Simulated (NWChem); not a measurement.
# [CF2]+ (SMILES F[C+]F): UHF/3-21G

What is the energy change on altering one bond length of [CF2]+ at UHF/3-21G? 

Program for the calculation: NWChem 7.3.0.

2 further runs of the same task are left out: 1 that didn't finish, 1 set aside as unsound or not needed. Runs told in other sessions of the task aren't counted.

**1. The molecule**

The species is [CF2]+ (3 atoms), meant as a doublet with charge +1. As SMILES, `F[C+]F`. The shape is that of a PBE0-D4/def2-TZVP optimisation.

Bond lengths: F1–C2 1.214 Å, C2–F3 1.214 Å. Angles: F1–C2–F3 124.6°.

**2. Energy and forces at UHF/3-21G**

Input file run.py:

```python
from ase import Atoms
from ase.calculators.nwchem import NWChem

system = Atoms('FCF', positions=[
    [0.379110, 0.972980, 0.316190],
    [0.275710, -0.221360, 0.127270],
    [-0.654830, -0.751620, -0.443470],
])

calc = NWChem(
    label='cf2',
    theory='scf',
    memory='2200 mb',
    basis='3-21G',
    basispar='spherical bse',
    charge=1,
    scf={'nopen': '1', 'uhf': None, 'thresh': '1e-08', 'maxiter': '80'},
)
system.calc = calc

forces = system.get_forces()
e = system.get_potential_energy()
print(f"E = {e:.6f} eV")
print("forces (eV/A):")
for s, f in zip(system.symbols, forces):
    print(f"{s:2s} {f[0]:10.5f} {f[1]:10.5f} {f[2]:10.5f}")
```

On the command line:

```console
$ export ASE_NWCHEM_COMMAND="nwchem PREFIX.nwi > PREFIX.nwo"
$ python run.py
```

The log of the run:

```text
E = -6393.961673 eV
forces (eV/A):
F     0.31141    2.23897    0.41888
C     1.39194   -1.11735    0.64257
F    -1.70341   -1.12162   -1.06145
```

The calculator wrote cf2.nwi:

```
title "cf2"

permanent_dir cf2

scratch_dir cf2

start cf2

geometry units angstrom nocenter noautosym noautoz
  F  3.7911000000000000e-01 9.7297999999999996e-01 3.1619000000000003e-01
  C  2.7571000000000001e-01 -2.2136000000000000e-01 1.2726999999999999e-01
  F  -6.5483000000000002e-01 -7.5161999999999995e-01 -4.4346999999999998e-01
end

charge 1

memory 2200 mb

basis spherical bse noprint
   * library 3-21G
end

scf
  nopen 1
  uhf
  thresh 1e-08
  maxiter 80
end

task scf gradient
```

cf2.nwo, shortened:

```text
[...]
         Total SCF energy =   -234.973759405325
      One electron energy =   -450.019637285081
      Two electron energy =    148.012616330939
 Nuclear repulsion energy =     67.033261548817
[... 7 lines left out ...]
          Final alpha eigenvalues
[... 26 lines left out ...]
          Final beta eigenvalues
[...]
  wavefunction    =   UHF
                         UHF ENERGY GRADIENTS
    atom               coordinates                        gradient
                 x          y          z           x          y          z
   1 F       0.716414   1.838666   0.597512   -0.006056  -0.043541  -0.008146
   2 C       0.521016  -0.418310   0.240505   -0.027069   0.021729  -0.012496
   3 F      -1.237449  -1.420356  -0.838037    0.033126   0.021812   0.020642
[...]
```

Run time: 1.3 s. Hardware: 1 thread of Intel Xeon Platinum 8488C (Sapphire Rapids), shared host; peak memory 0.098 GiB.

**3. The distorted shape: a single-point energy at UHF/3-21G**

Input file cf2.nw:

```
start cf2
title "CF2 hf"
memory stack 880 mb heap 220 mb global 1100 mb
charge 1

geometry units angstrom noautosym nocenter noautoz
   F        1.123558       1.397197       0.772792
   C        1.020158       0.202857       0.583872
   F       -0.654830      -0.751620      -0.443470
end

basis spherical bse
   * library 3-21G
end

scf
   doublet
   uhf
   thresh 1e-08
   maxiter 80
   noprint "final vectors analysis"
end

task scf energy
```

On the command line:

```console
$ nwchem cf2.nw > cf2.out
```

The log of the run:

```text
[...]
  functions       =    27
[...]
  wavefunction    = UHF
[...]
         Total SCF energy =   -234.924977516122
      One electron energy =   -419.229000582013
      Two electron energy =    133.590640264318
 Nuclear repulsion energy =     50.713382801573
                       Sz =      0.5000
                 Sz(Sz+1) =      0.7500
                      S^2 =      0.7544
[...]
```

It took 1.9 s on 1 thread of Intel Xeon Platinum 8488C (Sapphire Rapids), shared host; peak memory 0.098 GiB.

**4. What came out**

At UHF/3-21G:

| quantity | value |
| --- | --- |
| first shape: total energy | -234.97376 Eh |
| first shape: HOMO energy (highest over α and β) | -24.86 eV |
| first shape: LUMO energy (lowest over α and β) | -8.38 eV |
| first shape: ⟨S²⟩ | 0.756 |
| first shape: largest force on an atom | 2.299 eV/Å |
| distorted shape: total energy | -234.92498 Eh |
| distorted shape: ⟨S²⟩ | 0.754 |
| energy change with the C2–F3 bond stretched from 1.214 to 2.185 Å | 1.327 eV |

In words: With the C2–F3 bond stretched from 1.214 to 2.185 Å the energy rises by 1.33 eV (128 kJ/mol). The first shape isn't relaxed at this level, so the change isn't measured from a minimum. The largest force (first shape) is 2.30 eV/Å: the shape isn't a stationary point for this species at this level. Mulliken charges (distorted shape) run from -0.14 on F1 to +1.06 on C2.
